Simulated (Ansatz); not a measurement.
C3H4O2 can be A, `OC1=COC1`, or B, `O=CC1CO1`.

Gas-phase electronic energies from Ansatz, PBE0-D4/def2-TZVP geometries. CCSD(T)/CBS is the MP2 limit (def2-TZVPP, def2-QZVPP) plus CCSD(T) − MP2 in def2-TZVPP, frozen cores. DFT in def2-TZVPP. B3LYP here is the variant with VWN-RPA as its local correlation; programs differ in this. Each species was taken in one conformer, which may not be the lowest.

(1) Which is lower in electronic energy at CCSD(T)/CBS, and by how much? (Best estimate.)

(2) Give E(B) − E(A) in kJ/mol with BLYP-D4, CCSD/def2-TZVPP, B3LYP, B3LYP-D4, PBE0-D4, CCSD(T)/def2-SVP, MP2/def2-TZVPP. (Estimate.)

(3) Does the order hold for the free energy at 298.15 K (harmonic terms from PBE0-D4)? (Estimate.)

Largest T1 diagnostic: 0.014.

Results:

(1) The calculation gave: B, by 64.5 kJ/mol.

(2) The calculation gave: BLYP-D4 -73.1, CCSD/def2-TZVPP -70.9, B3LYP -72.0, B3LYP-D4 -70.8, PBE0-D4 -63.7, CCSD(T)/def2-SVP -80.5, MP2/def2-TZVPP -71.1. None reverses the order clearly.

(3) Computed: Yes: G(B) − G(A) = -66.7 kJ/mol, for one conformer each.

From r2SCAN to r2SCAN0 (25 % exact exchange), in def2-TZVPP and without D4, E(B) − E(A) moves by +3.1 kJ/mol. Leaving LDA and LC-ωPBE aside and taking each functional with its dispersion term where it has one, the values, not all of them listed here, spread over 13.2 kJ/mol, from B97M-V to HSE06-D4. LDA lies +23.7 kJ/mol from PBE without D4.
